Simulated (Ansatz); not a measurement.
Abridged output of a molecular run in Ansatz:

```
Functional definition: HF
504 factors; integrals over basis functions are off by at most 1.3e-3 eV
mean field evaluation 1: about -8666.2498 eV, gradient 3.6e1 eV
mean field evaluation 2: about -8666.2509 eV, gradient 3.6e1 eV
mean field evaluation 4: about -8668.7912 eV, gradient 1.8e0 eV
mean field evaluation 8: about -8668.8068 eV, gradient 3.2e-4 eV
mean field -8668.80676516 eV, -318.5727726912 hartree, gradient 5.9e-7 eV, S^2 0.000000; 0 other end points of the search recorded, 0 dependent functions left out
6 core orbitals not correlated: weight in the atoms' cores, before any rotation towards them, 1.000 or more for the frozen orbitals, at most 0.000 for the correlated occupied ones
reference -8668.80676516 eV, -318.5727726912 hartree; 6, 6 occupied and 40, 40 virtual orbitals, 504 factors
second order -7.10814359 eV of doubles, -0.00000000 eV of singles
cycle   1  -7.39408868 eV  change   -2.9e-1 eV  update   7.2e-2
cycle   2  -7.61607537 eV  change   -2.2e-1 eV  update   2.2e-2
cycle   3  -7.68231154 eV  change   -6.6e-2 eV  update   1.3e-2
cycle   4  -7.67820139 eV  change    4.1e-3 eV  update   3.8e-3
cycle   5  -7.67761132 eV  change    5.9e-4 eV  update   1.6e-3
cycle   6  -7.67795903 eV  change   -3.5e-4 eV  update   4.4e-4
cycle   7  -7.67774884 eV  change    2.1e-4 eV  update   1.5e-4
cycle   8  -7.67771929 eV  change    3.0e-5 eV  update   3.9e-5
cycle   9  -7.67773226 eV  change   -1.3e-5 eV  update   1.3e-5
cycle  10  -7.67773111 eV  change    1.2e-6 eV  update   4.5e-6
perturbative correction -0.13878639 eV, -0.0051003059 hartree
Total energy: -8676.62328266 eV, -318.8600244112 hartree
```

Its atoms:

Z-matrix (Å, degrees):
```
Al
O 1 1.696
H 1 1.585 2 119.7
H 1 1.577 2 116.0 3 -180.0
H 2 0.956 1 123.4 3 -0.0
```

**Question.** Which basis set was used?
A. cc-pV(Q+d)Z
B. cc-pV(T+d)Z
C. cc-pV(D+d)Z
D. def2-QZVPP

**Answer.** C. It gives 52 functions.

**Question.** Write the keys of the input that set method, charge and spin (a neutral closed shell needs none for the last two).

**Answer.** 
```yaml
correlation: {method: ccsd_t}
```
